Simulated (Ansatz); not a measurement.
`COCCF`, charge 0, multiplicity 1.

Question: Give a relaxed structure at PBE0-D4/def2-TZVP (Ansatz). (An estimate is asked.)

Answer: Ansatz gave: 
Z-matrix (Å, degrees):
```
C
O 1 1.408
H 1 1.094 2 112.3
H 1 1.090 2 106.9 3 119.8
H 1 1.098 2 111.0 3 -121.6
C 2 1.400 1 114.6 3 68.6
C 6 1.507 2 114.7 1 -79.6
H 6 1.095 2 106.4 1 161.8
H 6 1.101 2 111.0 1 44.8
F 7 1.386 6 111.5 2 75.0
H 7 1.095 6 109.9 2 -165.7
H 7 1.094 6 110.5 2 -44.8
```
This is one stationary point; other conformers may exist.
